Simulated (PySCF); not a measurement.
Orbital picture of MgB

PBE0 at R = 2.388 Å; Mg x2c-TZVPPall, B x2c-TZVPPall; spin-free X2C with a Gaussian nucleus (PySCF 2.14). State: ⁴Π (quartet), unpaired electrons σ ↑↑, π ↑, a second solution, started from another occupation. Only the outer orbitals are listed, counted within each symmetry.

| spin | orbital | occ. | ε (eV) | on Mg (%) | main shells (%) |
| --- | --- | --- | --- | --- | --- |
| α | 1π | 1 | -52.08 | 100 | 100 Mg p |
| α | 1π | 1 | -52.06 | 100 | 100 Mg p |
| α | 4σ | 1 | -51.99 | 100 | 100 Mg p |
| α | 5σ | 1 | -11.27 | 18 | 81 B s, 12 Mg s |
| α | 6σ | 1 | -6.82 | 61 | 59 Mg s, 32 B p |
| α | 2π | 1 | -4.79 | 17 | 82 B p, 15 Mg p |
| α | 7σ | 1 | -4.61 | 55 | 44 B p, 35 Mg p, 19 Mg s |
| α | 2π | 0 | -2.55 | 35 | 65 B p, 34 Mg p |
| α | 3π | 0 | -0.95 | 89 | 83 Mg p, 10 B p |
| α | 3π | 0 | -0.66 | 73 | 63 Mg p, 27 B p, 10 Mg d |
| β | 1π | 1 | -51.95 | 100 | 100 Mg p |
| β | 1π | 1 | -51.91 | 100 | 100 Mg p |
| β | 4σ | 1 | -51.76 | 100 | 100 Mg p |
| β | 5σ | 1 | -9.04 | 25 | 71 B s, 16 Mg s |
| β | 6σ | 0 | -3.10 | 80 | 78 Mg s, 13 B s |
| β | 2π | 0 | -1.80 | 32 | 67 B p, 29 Mg p |
| β | 2π | 0 | -1.11 | 48 | 51 B p, 45 Mg p |

Question: Which are the highest filled and the lowest empty level, where do they sit, and how wide is the gap?

Answer: Highest filled α 7σ at -4.61 eV (in %: 44 B p, 35 Mg p, 19 Mg s); lowest empty β 6σ at -3.10 eV (in %: 78 Mg s, 13 B s); the gap at PBE0 is 1.51 eV.

The bond order (Mayer) is 1.10, the ⟨S²⟩ is 3.753 and the charge on Mg (Mulliken, basis-dependent) is 0.23. The charge on Mg (Löwdin, basis-dependent) is 0.22 and the dipole moment (positive dipole means Mg(−)B(+)) is -2.20 D.
